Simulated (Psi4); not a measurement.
# UCCSD/def2-TZVPPD run of AlO (oxoaluminum)

What is the vertical ionisation energy of AlO (oxoaluminum) at UCCSD/def2-TZVPPD? 

Program for the calculation: Psi4 1.11.

3 further runs of the same task are left out: 1 that didn't finish, 2 set aside as unsound or not needed.

## Step 1: The molecule

The species is AlO (2 atoms), meant as a doublet with charge 0. As SMILES, `[O]=[Al]`. The shape is that of a PBE0-D4/def2-TZVP optimisation.

Bond lengths: O1–Al2 1.620 Å.

## Step 2: The energy at UCCSD/def2-TZVPPD

Input file input.inp:

```
memory 1.6 GB

molecule {
  0 2
  O
  Al 1 1.61989
  symmetry c1
}

set {
  basis           def2-TZVPPD
  reference       uhf
  puream          true
  e_convergence   1e-09
  d_convergence   1e-08
  scf_type        pk
  num_frozen_docc 6
  maxiter         100
}

energy("ccsd")
```

The run is started by

```console
$ psi4 -i input.inp -o input.out -n 1
```

input.out:

```text
[...]
  Running in c1 symmetry.
[...]
  Nuclear repulsion =   33.974177203192809
[...]
  Multiplicity = 2
[...]
  Nalpha       = 11
  Nbeta        = 10
[...]
    Number of basis functions: 88
[...]
   @UHF iter   1:  -316.49462134940359   -7.44934e-01   8.68894e-03 ADIIS/DIIS
[...]
   @UHF iter  85:  -316.77841203664894   -6.82121e-13   4.64650e-09 DIIS
[...]
   @S^2 Observed:                8.099957884E-01
[...]
    Orbital Energies [Eh]
    ---------------------
    Alpha Occupied:
       1A    -58.493414     2A    -20.577732     3A     -4.907883
       4A     -3.225008     5A     -3.215899     6A     -3.215899
       7A     -1.310659     8A     -0.663325     9A     -0.522275
      10A     -0.522275    11A     -0.354754
    Alpha Virtual:
      12A      0.043829    13A      0.043829    14A      0.062123
      15A      0.082978    16A      0.115969    17A      0.118690
      18A      0.118690    19A      0.138109    20A      0.138109
      21A      0.175727    22A      0.175727    23A      0.205615
      24A      0.317741    25A      0.339674    26A      0.339674
[...]
  @UHF Final Energy:  -316.77841203664894
   => Energetics <=
    Nuclear Repulsion Energy =             33.9741772031928093
    One-Electron Energy =                -508.4414419497251174
    Two-Electron Energy =                 157.6888527098833777
    Total Energy =                       -316.7784120366488878
  UHF NO Occupations:
  HONO-2 :    9  A 1.9972708
  HONO-1 :   10  A 1.9764503
[...]
 Multipole Moments:
 ------------------------------------------------------------------------------------
     Multipole            Electronic (a.u.)      Nuclear  (a.u.)        Total (a.u.)
 ------------------------------------------------------------------------------------
 L = 1.  Multiply by 2.5417464519 to convert [e a0] to [Debye]
 Dipole X            :         -0.0000017            0.0000000           -0.0000017
 Dipole Y            :          0.0000010            0.0000000            0.0000010
 Dipole Z            :          1.4730236           -0.5640171            0.9090065
 Magnitude           :                                                    0.9090065
[...]
      * MP2 total energy                      = -317.042286781341659
[...]
      * CCSD total energy                     = -317.072534435268551
[...]
```

Run time: 49 s. Hardware: 1 thread of Intel Xeon Platinum 8259CL at 2.50GHz (Skylake/Cascade Lake), shared host; peak memory 0.78 GiB.

## Step 3: The singlet cation, same level

Input file alo.dat:

```
memory 1600 mb

molecule mol {
  1 1
  O      0.000000     0.000000    -0.024920
  Al     0.000000     0.000000     1.594970
  symmetry c1
}

set puream true
set e_convergence 1e-09
set d_convergence 1e-08
set scf_type pk
set num_frozen_docc 6

e_tot, wfn = energy('ccsd/def2-TZVPPD', return_wfn=True)
```

The run is started by

```console
$ psi4 -n 1 alo.dat alo.out
```

alo.out:

```text
[...]
  Running in c1 symmetry.
[...]
  Nuclear repulsion =   33.974177203192809
[...]
  Multiplicity = 1
[...]
  Nalpha       = 10
  Nbeta        = 10
[...]
    Number of basis functions: 88
[...]
   @RHF iter   1:  -316.07791068318721   -3.28224e-01   8.69390e-03 DIIS/ADIIS
[...]
   @RHF iter  13:  -316.39351779180038   -7.95808e-13   1.29310e-09 DIIS
[...]
    Orbital Energies [Eh]
    ---------------------
    Doubly Occupied:
       1A    -58.863819     2A    -20.817283     3A     -5.270038
       4A     -3.580047     5A     -3.580047     6A     -3.578600
       7A     -1.470000     8A     -0.726576     9A     -0.726576
      10A     -0.704848
[...]
  @RHF Final Energy:  -316.39351779180038
   => Energetics <=
    Nuclear Repulsion Energy =             33.9741772031928093
    One-Electron Energy =                -502.0997235619474850
    Two-Electron Energy =                 151.7320285669543125
    Total Energy =                       -316.3935177918003774
[...]
 Multipole Moments:
 ------------------------------------------------------------------------------------
     Multipole            Electronic (a.u.)      Nuclear  (a.u.)        Total (a.u.)
 ------------------------------------------------------------------------------------
 L = 1.  Multiply by 2.5417464519 to convert [e a0] to [Debye]
 Dipole X            :         -0.0000000            0.0000000           -0.0000000
 Dipole Y            :          0.0000000            0.0000000            0.0000000
 Dipole Z            :          3.6951772           -0.5640171            3.1311601
 Magnitude           :                                                    3.1311601
[...]
      * MP2 total energy                      = -316.714861841945549
[...]
      * CCSD total energy                     = -316.706659984039050
[...]
```

Wall time 18 s (1 thread of Intel Xeon Platinum 8259CL at 2.50GHz (Skylake/Cascade Lake), shared host); peak memory 0.77 GiB.

## Step 4: Results

Level: UCCSD/def2-TZVPPD, 6 core orbitals frozen.

| quantity | value |
| --- | --- |
| doublet AlO: total energy | -317.07253 Eh |
| doublet AlO: HOMO energy (Hartree–Fock orbitals) (highest over α and β) | -9.65 eV |
| doublet AlO: LUMO energy (Hartree–Fock orbitals) (lowest over α and β) | 0.18 eV |
| doublet AlO: correlation energy (6 core orbitals frozen) | -294.1 mEh |
| doublet AlO: ⟨S²⟩ of the reference determinant | 0.810 |
| doublet AlO: T1 diagnostic | 0.145 |
| singlet cation: total energy | -316.70666 Eh |
| singlet cation: HOMO energy (Hartree–Fock orbitals) | -19.18 eV |
| singlet cation: LUMO energy (Hartree–Fock orbitals) | -9.48 eV |
| singlet cation: HOMO–LUMO gap (Hartree–Fock orbitals) | 9.70 eV |
| singlet cation: correlation energy (6 core orbitals frozen) | -313.1 mEh |
| singlet cation: T1 diagnostic | 0.044 |
| vertical ionisation energy (to the singlet cation) | 9.956 eV |

**Reading.** The vertical ionisation energy comes to 9.96 eV (961 kJ/mol). Only the singlet of the ionised species was computed; a triplet could lie lower. The T1 diagnostic (doublet AlO) of 0.145 is above the customary mark for such species, so a single reference may not serve. The T1 diagnostic (singlet cation) of 0.044 is above the customary mark for such species, so a single reference may not serve.
